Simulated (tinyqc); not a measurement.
Inside a calculation. Method: ROHF in the sto-3g basis, for CH, spin multiplicity 4. One step of it, computed by the program tinyqc.

Problem. Iteration 2: building the Fock matrix. J_ij = sum D_kl (ij|kl) with D = D(alpha) + D(beta), K_ij = sum D_kl (ik|jl) for each spin; F = H + J - K(s); E = tr D H + tr D J / 2 - 0.5 sum_s tr D(s) K(s) + E_nn.

D(alpha) after iteration 1, order 1C 1s, 1C 2s, 1C 2px, 1C 2py, 1C 2pz, 2H 1s:
$$\begin{pmatrix}
1.059118 & -0.236854 & 0.000000 & 0.000000 & 0.062074 & -0.026990 \\
-0.236854 & 0.974137 & 0.000000 & 0.000000 & -0.283870 & 0.005531 \\
0.000000 & 0.000000 & 1.000000 & 0.000000 & 0.000000 & 0.000000 \\
0.000000 & 0.000000 & 0.000000 & 1.000000 & 0.000000 & 0.000000 \\
0.062074 & -0.283870 & 0.000000 & 0.000000 & 0.438723 & 0.350346 \\
-0.026990 & 0.005531 & 0.000000 & 0.000000 & 0.350346 & 0.348343
\end{pmatrix}$$

D(beta) after iteration 1, order 1C 1s, 1C 2s, 1C 2px, 1C 2py, 1C 2pz, 2H 1s:
$$\begin{pmatrix}
1.021206 & -0.082825 & 0.000000 & 0.000000 & -0.052274 & -0.094755 \\
-0.082825 & 0.348342 & 0.000000 & 0.000000 & 0.180707 & 0.280850 \\
0.000000 & 0.000000 & 0.000000 & 0.000000 & 0.000000 & 0.000000 \\
0.000000 & 0.000000 & 0.000000 & 0.000000 & 0.000000 & 0.000000 \\
-0.052274 & 0.180707 & 0.000000 & 0.000000 & 0.093831 & 0.145955 \\
-0.094755 & 0.280850 & 0.000000 & 0.000000 & 0.145955 & 0.227216
\end{pmatrix}$$

core Hamiltonian H = T + V (hartree), order 1C 1s, 1C 2s, 1C 2px, 1C 2py, 1C 2pz, 2H 1s:
$$\begin{pmatrix}
-18.196798 & -4.386201 & 0.000000 & 0.000000 & -0.013608 & -0.829735 \\
-4.386201 & -5.145847 & 0.000000 & 0.000000 & -0.146391 & -1.891596 \\
0.000000 & 0.000000 & -4.064592 & 0.000000 & 0.000000 & 0.000000 \\
0.000000 & 0.000000 & 0.000000 & -4.064592 & 0.000000 & 0.000000 \\
-0.013608 & -0.146391 & 0.000000 & 0.000000 & -4.166494 & -1.645888 \\
-0.829735 & -1.891596 & 0.000000 & 0.000000 & -1.645888 & -3.043498
\end{pmatrix}$$

Two-electron integrals (ij|kl) in chemists' order, unique and non-zero (hartree):
```
(11|11) 3.541948   (21|11) 0.576921   (21|21) 0.111888   (22|11) 0.854682
(22|21) 0.205284   (22|22) 0.624709   (31|31) 0.020296   (32|31) 0.030858
(32|32) 0.137996   (33|11) 0.852436   (33|21) 0.205335   (33|22) 0.624568
(33|33) 0.672833   (41|41) 0.020296   (42|41) 0.030858   (42|42) 0.137996
(43|43) 0.036269   (44|11) 0.852436   (44|21) 0.205335   (44|22) 0.624568
(44|33) 0.600295   (44|44) 0.672833   (51|51) 0.020296   (52|51) 0.030858
(52|52) 0.137996   (53|53) 0.036269   (54|54) 0.036269   (55|11) 0.852436
(55|21) 0.205335   (55|22) 0.624568   (55|33) 0.600295   (55|44) 0.600295
(55|55) 0.672833   (61|11) 0.108433   (61|21) 0.020913   (61|22) 0.038333
(61|33) 0.038202   (61|44) 0.038202   (61|51) 0.001265   (61|52) 0.002367
(61|55) 0.038608   (61|61) 0.003995   (62|11) 0.272186   (62|21) 0.066308
(62|22) 0.223535   (62|33) 0.218064   (62|44) 0.218064   (62|51) 0.006306
(62|52) 0.044358   (62|55) 0.234265   (62|61) 0.012940   (62|62) 0.106861
(63|31) 0.006587   (63|32) 0.035219   (63|53) 0.008559   (63|63) 0.012770
(64|41) 0.006587   (64|42) 0.035219   (64|54) 0.008559   (64|64) 0.012770
(65|11) 0.236661   (65|21) 0.058380   (65|22) 0.208679   (65|33) 0.198215
(65|44) 0.198215   (65|51) 0.011402   (65|52) 0.073455   (65|55) 0.229377
(65|61) 0.011900   (65|62) 0.118402   (65|65) 0.141577   (66|11) 0.429085
(66|21) 0.106298   (66|22) 0.408350   (66|33) 0.386917   (66|44) 0.386917
(66|51) 0.012332   (66|52) 0.117697   (66|55) 0.450689   (66|61) 0.021012
(66|62) 0.250642   (66|65) 0.306187   (66|66) 0.774606
```

nuclear repulsion = 2.61107176 hartree

Give: Coulomb J; exchange K(alpha); exchange K(beta); F(alpha); F(beta); total energy of this density.

Solution.

Coulomb J (hartree), order 1C 1s, 1C 2s, 1C 2px, 1C 2py, 1C 2pz, 2H 1s:
$$\begin{pmatrix}
10.9000 & 2.0722 & 0.0000 & 0.0000 & 0.0157 & 0.3897 \\
2.0722 & 4.6155 & 0.0000 & 0.0000 & 0.1376 & 1.6912 \\
0.0000 & 0.0000 & 4.5959 & 0.0000 & 0.0000 & 0.0000 \\
0.0000 & 0.0000 & 0.0000 & 4.5959 & 0.0000 & 0.0000 \\
0.0157 & 0.1376 & 0.0000 & 0.0000 & 4.6388 & 1.6163 \\
0.3897 & 1.6912 & 0.0000 & 0.0000 & 1.6163 & 3.2427
\end{pmatrix}$$

exchange K(alpha) (hartree), order 1C 1s, 1C 2s, 1C 2px, 1C 2py, 1C 2pz, 2H 1s:
$$\begin{pmatrix}
3.6332 & 0.6575 & 0.0000 & 0.0000 & 0.0027 & 0.1294 \\
0.6575 & 1.0335 & 0.0000 & 0.0000 & -0.0531 & 0.4194 \\
0.0000 & 0.0000 & 0.8768 & 0.0000 & 0.0000 & 0.0000 \\
0.0000 & 0.0000 & 0.0000 & 0.8768 & 0.0000 & 0.0000 \\
0.0027 & -0.0531 & 0.0000 & 0.0000 & 0.7193 & 0.3908 \\
0.1294 & 0.4194 & 0.0000 & 0.0000 & 0.3908 & 0.6101
\end{pmatrix}$$

exchange K(beta) (hartree), order 1C 1s, 1C 2s, 1C 2px, 1C 2py, 1C 2pz, 2H 1s:
$$\begin{pmatrix}
3.5548 & 0.5893 & 0.0000 & 0.0000 & 0.0016 & 0.1106 \\
0.5893 & 0.4610 & 0.0000 & 0.0000 & 0.2622 & 0.3648 \\
0.0000 & 0.0000 & 0.0910 & 0.0000 & 0.0000 & 0.0000 \\
0.0000 & 0.0000 & 0.0000 & 0.0910 & 0.0000 & 0.0000 \\
0.0016 & 0.2622 & 0.0000 & 0.0000 & 0.2650 & 0.3106 \\
0.1106 & 0.3648 & 0.0000 & 0.0000 & 0.3106 & 0.4962
\end{pmatrix}$$

F(alpha) (hartree), order 1C 1s, 1C 2s, 1C 2px, 1C 2py, 1C 2pz, 2H 1s:
$$\begin{pmatrix}
-10.9299 & -2.9716 & 0.0000 & 0.0000 & -0.0006 & -0.5694 \\
-2.9716 & -1.5638 & 0.0000 & 0.0000 & 0.0443 & -0.6198 \\
0.0000 & 0.0000 & -0.3455 & 0.0000 & 0.0000 & 0.0000 \\
0.0000 & 0.0000 & 0.0000 & -0.3455 & 0.0000 & 0.0000 \\
-0.0006 & 0.0443 & 0.0000 & 0.0000 & -0.2470 & -0.4204 \\
-0.5694 & -0.6198 & 0.0000 & 0.0000 & -0.4204 & -0.4109
\end{pmatrix}$$

F(beta) (hartree), order 1C 1s, 1C 2s, 1C 2px, 1C 2py, 1C 2pz, 2H 1s:
$$\begin{pmatrix}
-10.8516 & -2.9034 & 0.0000 & 0.0000 & 0.0006 & -0.5506 \\
-2.9034 & -0.9913 & 0.0000 & 0.0000 & -0.2710 & -0.5652 \\
0.0000 & 0.0000 & 0.4403 & 0.0000 & 0.0000 & 0.0000 \\
0.0000 & 0.0000 & 0.0000 & 0.4403 & 0.0000 & 0.0000 \\
0.0006 & -0.2710 & 0.0000 & 0.0000 & 0.2073 & -0.3401 \\
-0.5506 & -0.5652 & 0.0000 & 0.0000 & -0.3401 & -0.2970
\end{pmatrix}$$

total energy of this density = -37.776878 hartree
